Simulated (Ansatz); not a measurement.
# CH5OSi+ (SMILES CO[SiH2+]): single points off equilibrium

The task here is to estimate one member of a computed series from the others.

Program: Ansatz 0.2.0, Gaussian basis. Level of theory: single points in def2-TZVPP. These are calculated values, not measurements.

Cores are frozen in the correlated methods.

## Where the work starts

8 atoms, charge 1, spin multiplicity 1.

Atoms are counted from 1 here; the program's logs count them from 0.

Bond lengths: C1–O2 1.456 Å, C1–H4 1.097 Å, C1–H5 1.110 Å, C1–H6 1.074 Å, O2–Si3 1.586 Å, Si3–H7 1.441 Å, Si3–H8 1.453 Å. Angles: O2–C1–H4 103.9°, O2–C1–H5 105.2°, O2–C1–H6 104.9°, H4–C1–H5 117.4°, H4–C1–H6 112.6°, H5–C1–H6 111.5°, C1–O2–Si3 176.5°, O2–Si3–H7 130.5°, O2–Si3–H8 113.7°, H7–Si3–H8 115.3°.

Geometry (Å):

```xyz
8
charge 1, multiplicity 1
C    -0.64068    1.12427   -0.45794
O     0.05293   -0.07196   -0.00157
Si    0.74616   -1.37921    0.57018
H    -1.13942    0.80371   -1.38103
H     0.14632    1.90139   -0.54673
H    -1.33547    1.35679    0.32702
H     2.05321   -1.57079    1.14708
H    -0.00907   -2.59596    0.32687
```

Set-up of the first run:

Input file run/in.yaml:

```yaml
crystal:
  periodic: [false, false, false]
  atoms:
    - {symbol: C, position_ang: [-0.640679, 1.124271, -0.457936]}
    - {symbol: O, position_ang: [0.052931, -0.071956, -0.001566]}
    - {symbol: Si, position_ang: [0.746163, -1.379214, 0.570178]}
    - {symbol: H, position_ang: [-1.139415, 0.803715, -1.381034]}
    - {symbol: H, position_ang: [0.146315, 1.901392, -0.546729]}
    - {symbol: H, position_ang: [-1.335471, 1.356795, 0.327020]}
    - {symbol: H, position_ang: [2.053212, -1.570792, 1.147076]}
    - {symbol: H, position_ang: [-0.009074, -2.595957, 0.326866]}
basis:
  gaussian: {orbitals: def2-TZVPP}
total_charge: 1
hamiltonian: {xc: pbe, dispersion: d4}
output: {forces: true}
```

The run is started by

```console
$ ansatz run in.yaml --threads 2 --pin off --events-out ev --progress --plain --max-ram 3481MiB
```

Among the steps run: PBE-D4/def2-TZVPP; r2SCAN-D4/def2-TZVPP; PBE0-D4/def2-TZVPP; wB97M-V/def2-TZVPP; CCSD(T)/def2-TZVPP.

One of the session's tables, all rows but one given; the rest of the session is left out.

| method | RMS force component (eV/Å) | angle to CCSD(T) forces (°) |
| --- | --- | --- |
| PBE-D4 | 0.770 | 14.6 |
| r2SCAN-D4 | ? | ? |
| PBE0-D4 | 0.914 | 8.3 |
| wB97M-V | 0.900 | 2.4 |
| CCSD(T) | 0.893 | reference |

Estimate the missing values for r2SCAN-D4.

As computed: RMS force component (eV/Å): 0.879; angle to CCSD(T) forces (°): 4.2. In the column «RMS force component (eV/Å)» it lies between PBE-D4 (0.770) and CCSD(T) (0.893).

To keep in mind: The reference is not at the basis limit: in triple zeta CCSD(T) underbinds, which counts against methods that bind more; the gaps are no ranking.
